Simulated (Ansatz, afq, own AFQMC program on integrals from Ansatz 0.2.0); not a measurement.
**NH, triplet in cc-pVDZ, levels against full CI**

```tsv
atom	x (Å)	y (Å)	z (Å)
N	0.0000	0.0000	0.0000
H	0.0000	0.0000	2.2460
```

Basis cc-pVDZ. Only valence electrons are correlated. Integrals, coupled cluster, full CI and functionals: Ansatz 0.2.0; the random walks run on the same integrals in our own AFQMC program. ph-AFQMC/CISD is guided by a CISD state made of CCSD amplitudes; releasing the constraint for a short imaginary time cuts its bias at the price of noise, slowly where states lie close. Uncertainties: one standard error, sampling alone.

Determinant: ROHF, the one that the program's search chose, which needn't be the lowest solution. The geometry is a point of a scan.

Full CI on the same integrals is exact in this basis and with this determinant's frozen core.

Cautions: lower spins were not checked; a spin-contaminated unrestricted determinant lies lower (UHF 3.73 eV lower, ⟨S²⟩ 2.95); strong correlation (T1 0.213, weight of the determinant 0.52, largest double 0.28); the CCSD(T) amplitudes may be one of several solutions (largest double 0.28); the CCSDT(Q) amplitudes may be one of several solutions (largest double 0.47); the CCSDTQ amplitudes may be one of several solutions (largest double 0.48); the released energies are still falling, so no released level is given (meV from the phaseless value at times in 1/Eh: -3 ± 4 at 0.24, -10 ± 4 at 0.51, -12 ± 3 at 0.99, -21 ± 5 at 1.62, -24 ± 5 at 2.40).

The T1 diagnostic is 0.2129 and the weight of the determinant in the CISD state is 0.525. The size of the correlated space is 6 electrons in 18 orbitals.

Reference: full CI, correlation energy -6.294 eV. The cautions show a poor starting determinant, so the rows tell how each method copes with it here, and full CI is the sure value.

```json
{"level": "HF", "E − E(reference) (kcal/mol)": "145.14", "share of correlation (%)": "0.00"}
{"level": "MP2", "E − E(reference) (kcal/mol)": "52.01", "share of correlation (%)": "64.16"}
{"level": "CCSD", "E − E(reference) (kcal/mol)": "5.00", "share of correlation (%)": "96.56"}
{"level": "CCSD(T)", "E − E(reference) (kcal/mol)": "1.40", "share of correlation (%)": "99.04"}
{"level": "CCSDT", "E − E(reference) (kcal/mol)": "0.39", "share of correlation (%)": "99.73"}
{"level": "CCSDT(Q)", "E − E(reference) (kcal/mol)": "-0.08", "share of correlation (%)": "100.06"}
{"level": "CCSDTQ", "E − E(reference) (kcal/mol)": "0.01", "share of correlation (%)": "99.99"}
{"level": "ph-AFQMC/CISD", "E − E(reference) (kcal/mol)": "0.88 ± 0.10", "share of correlation (%)": "99.39"}
```

CCSDT and higher add their correlation energy to the determinant of the CCSD(T) run, since their own runs factorise the integrals more tightly (a shift of under 2 meV). A walk keeps the symmetry of its determinant, which the program's search chose and which needn't be the lowest solution, so a lower state of the same spin and another symmetry isn't excluded.
